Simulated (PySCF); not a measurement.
# NaO: frontier orbitals

PBE0 at R = 2.052 Å; basis Na def2-TZVP, O def2-TZVP; no relativity; PySCF 2.14. State: ²Π (doublet), unpaired electrons π ↑. Only the outer orbitals are listed, counted within each symmetry.

```
spin  orbital  occ.  ε (eV)  on Na (%)   main shells (%)
   α       1π     1  -32.10        100          100 Na p
   α       1π     1  -32.07        100          100 Na p
   α       4σ     1  -32.00         99           99 Na p
   α       5σ     1  -22.37          1            98 O s
   α       2π     1   -7.67          3            97 O p
   α       6σ     1   -6.01          6            94 O p
   α       2π     1   -5.70          5            95 O p
   α       7σ     0   -1.51         98  79 Na s, 19 Na p
   α       3π     0    0.38        100           98 Na p
   α       3π     0    0.44         99           97 Na p
   β       1π     1  -32.09        100          100 Na p
   β       1π     1  -32.08        100          100 Na p
   β       4σ     1  -31.99        100          100 Na p
   β       5σ     1  -20.03          2            98 O s
   β       6σ     1   -5.21          8            91 O p
   β       2π     1   -4.96          6            94 O p
   β       7σ     0   -1.58         96  76 Na s, 20 Na p
   β       2π     0   -0.75         35   65 O p, 33 Na p
   β       3π     0    0.38         98           95 Na p
```

Problem. Which are the highest filled and the lowest empty level, where do they sit, and how wide is the gap?

Solution. Highest filled β 2π at -4.96 eV (in %: 94 O p); lowest empty β 7σ at -1.58 eV (in %: 76 Na s, 20 Na p); the gap at PBE0 is 3.38 eV.

* bond order (Mayer): 0.55
* ⟨S²⟩: 0.758
* charge on Na (Mulliken, basis-dependent): 0.71
* charge on Na (Löwdin, basis-dependent): 0.48
* dipole moment (positive dipole means Na(−)O(+)): -7.80 D
* polarisability along the bond: 31.6 bohr³
* polarisability across the bond: 16.9 bohr³

The state was picked by a PBE0 search and need not be the measured ground state.
